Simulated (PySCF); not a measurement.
**Bond length, frequency and bond energy of SO by level of theory**

State: ³Σ⁻ (triplet), unpaired electrons π ↑↑. Set-up: PySCF, no relativity, basis sets S aug-cc-pV(D+d)Z, O aug-cc-pVDZ. De refers to S + O in their high-spin ground configurations, without counterpoise correction. The functionals are run spin-unrestricted. A positive dipole means S(−)O(+). Levels whose curve was spin-contaminated or gave no clean fit are not listed.

```csv
Level,Re (Å),ωe (cm⁻¹),De (eV),μ (D),"CPU s a point (SCF and correlation, without the integrals)"
ROHF,1.452,1328,1.99,-2.07,0.093
ROHF-CCSD,1.507,1132,4.44,n/a,n/a
ROHF-CCSD(T),1.520,1080,4.72,n/a,2.8
LDA,1.509,1113,7.03,-1.43,0.19
PBE,1.523,1076,5.93,-1.42,0.41
PW91,1.522,1077,5.95,-1.44,0.31
r²SCAN,1.508,1119,5.54,-1.42,0.46
M06-L,1.509,1128,5.31,-1.37,0.62
PBE0,1.497,1164,5.28,-1.51,0.61
CAM-B3LYP,1.495,1171,5.24,-1.62,0.68
```

Which functional lies closest to ROHF-CCSD(T) in De, which farthest, and by how much do they differ from it?

Closest is CAM-B3LYP (-2.5 pm in Re, +8.4 % in ωe, +0.52 eV in De against ROHF-CCSD(T) in the same basis), farthest LDA (-1.1 pm in Re, +3.1 % in ωe, +2.31 eV in De). CCSD(T) converges more slowly with the basis than the functionals do and binds too weakly in this one, so the order can change at the basis-set limit.

What does the step from GGA to meta-GGA do here, going from PBE to r²SCAN?

r²SCAN less PBE: -1.5 pm in Re, +4.0 % in ωe, -0.39 eV in De. 

What does the gradient correction do here, going from LDA to PBE?

PBE less LDA: +1.4 pm in Re, -3.3 % in ωe, -1.10 eV in De. The gradient correction favours the more uneven density of free atoms, so it tends to lengthen bonds and takes away much of the overbinding of LDA; so it does here.

Measured (Huber and Herzberg, Constants of Diatomic Molecules (1979)): Re = 1.481087 Å, ωe = 1149.22 cm⁻¹.

Correlated steps freeze 6 core orbitals. Correlated levels converge slowly with the basis: in double zeta they bind strong bonds too weakly, by up to about 1 eV, and carry superposition errors of some tenths. The state was picked by a PBE0 search and need not be the measured ground state.

The whole job (state search and all levels along the bond) took about 1.5 min on 1 thread of Intel Xeon 6975P-C (shared host), peak memory 0.77 GiB.
